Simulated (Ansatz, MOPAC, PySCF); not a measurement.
Species: dimethyl thioether, C$_{2}$H$_{6}$S (charge 0, singlet). SMILES: CSC
Geometry: optimised at B3LYP-D3(BJ)/def2-TZVP (Ansatz, a quantum-chemistry and plane-wave program).

Unscaled harmonic wavenumbers (cm⁻¹) in rising order, each level at the stationary point that it reaches from this structure (no distance between atoms moves by over 0.3 Å); the order of modes can differ between levels, and a negative number is imaginary. B3LYP-D3(BJ)/def2-TZVP (PySCF, at the structure above): 186, 188, 267, 687, 738, 914, 954, 990, 1053, 1344, 1368, 1464, 1473, 1481, 1488, 3029, 3032, 3096, 3103, 3125, 3126.

AM1 (MOPAC): 97, 107, 251, 729, 784, 882, 916, 922, 1000, 1350, 1355, 1364, 1365, 1382, 1383, 3069, 3070, 3073, 3073, 3164, 3165. Zero-point energy 46.5 against 47.3 kcal/mol; where all levels lie over 400 cm⁻¹, the wavenumbers are on average 0.982 times those of B3LYP-D3(BJ)/def2-TZVP.

PM6 (MOPAC): 88, 109, 257, 742, 776, 880, 902, 919, 980, 1231, 1234, 1236, 1248, 1278, 1282, 2682, 2684, 2686, 2689, 2772, 2777. Zero-point energy 42.1 against 47.3 kcal/mol; where all levels lie over 400 cm⁻¹, the wavenumbers are on average 0.912 times those of B3LYP-D3(BJ)/def2-TZVP.

B3LYP/6-31G* (Ansatz): 180, 183, 261, 686, 738, 929, 970, 1007, 1071, 1377, 1403, 1494, 1504, 1510, 1518, 3052, 3054, 3127, 3132, 3152, 3153. Zero-point energy 47.9 against 47.3 kcal/mol; where all levels lie over 400 cm⁻¹, the wavenumbers are on average 1.014 times those of B3LYP-D3(BJ)/def2-TZVP.
